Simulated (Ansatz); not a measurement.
What does this script print? It uses Ansatz's Python interface.

The script, `composite_bho2.py`:
```python
"""Relax BHO2 cheaply, then refine its energy."""

import itertools

import ansatz
from ase.data import atomic_numbers, covalent_radii
import numpy as np

GEOMETRY = """
O    -1.54764    0.51942    0.44677
B    -0.43362    0.13634    0.23734
O     0.79000   -0.29075    0.08821
H     1.19126   -0.36501   -0.77232
"""


def main() -> None:
    system = ansatz.Crystal.molecule()
    for line in GEOMETRY.strip().splitlines():
        symbol, *xyz = line.split()
        system = system.atom(symbol, [float(v) for v in xyz])

    model = system.calculation()
    model = model.basis(gaussian="def2-SVP")
    model = model.functional("PBE0")
    symbols = [site.symbol for site in system.cartesian_sites]
    start = np.array([site.position_ang for site in system.cartesian_sites], dtype=float)
    r = model.relax(force_tolerance=0.01).run(threads=1, backend="cpu").report
    end = np.array(r["positions_ang"])
    # pairs closer than 1.2 times the sum of covalent radii, before or after
    radius = [covalent_radii[atomic_numbers[s]] for s in symbols]
    span = lambda where, i, j: np.linalg.norm(where[i] - where[j])
    bonded = [(i, j) for i, j in itertools.combinations(range(len(symbols)), 2) if min(span(start, i, j), span(end, i, j)) < 1.2 * (radius[i] + radius[j])]
    print("pair        before    after (A)")
    for i, j in bonded:
        print(f"{symbols[i]}{i}-{symbols[j]}{j}".ljust(10), f"{span(start, i, j):8.4f} {span(end, i, j):8.4f}")

    minimum = ansatz.Crystal.molecule()
    for symbol, place in zip(symbols, end):
        minimum = minimum.atom(symbol, place.tolist())
    at_minimum = minimum.calculation()
    # MP2 extrapolated to the basis limit, plus the small-basis difference CCSD(T) - MP2
    level = lambda method, basis: at_minimum.basis(gaussian=basis).correlation(method).run(threads=1, backend="cpu").report
    small, large, cluster = level("mp2", "cc-pVDZ"), level("mp2", "cc-pVTZ"), level("ccsd_t", "cc-pVDZ")
    corr = lambda each: (each["free_energy_ev"] - each["reference_energy_ev"]) / 27.211386246
    mp2_limit = (27 * corr(large) - 8 * corr(small)) / 19
    pieces = {"HF / cc-pVTZ": large["reference_energy_ev"] / 27.211386246, "MP2 correlation, DZ-TZ limit": mp2_limit, "CCSD(T) - MP2 / cc-pVDZ": corr(cluster) - corr(small)}
    for name, value in pieces.items():
        print(f"{name:32s} {value:14.6f} Ha")
    print(f"{'sum':32s} {sum(pieces.values()):14.6f} Ha")
    print("T1 diagnostic", round(cluster["correlation"]["coupled_cluster"]["t1_diagnostic"], 4))


if __name__ == "__main__":
    main()
```

Output of `python composite_bho2.py`:
```text
pair        before    after (A)
O0-B1        1.1965   1.2103
B1-O2        1.3046   1.3206
O2-H3        0.9524   0.9626
HF / cc-pVTZ                        -175.152772 Ha
MP2 correlation, DZ-TZ limit          -0.608911 Ha
CCSD(T) - MP2 / cc-pVDZ               -0.018707 Ha
sum                                 -175.780391 Ha
T1 diagnostic 0.0173
```

Total energies depend on the basis set; only differences at equal settings carry meaning. The sum leaves out core correlation, relativity, the Hartree-Fock basis error and zero-point energy; a DZ-TZ extrapolation is rough. Inner cores stay frozen, so this is valence correlation. An extrapolation from small basis sets is rough. Timing: 7.4 s on 1 thread of Arm Neoverse V1, on a shared host, peak memory 0.2 GiB.
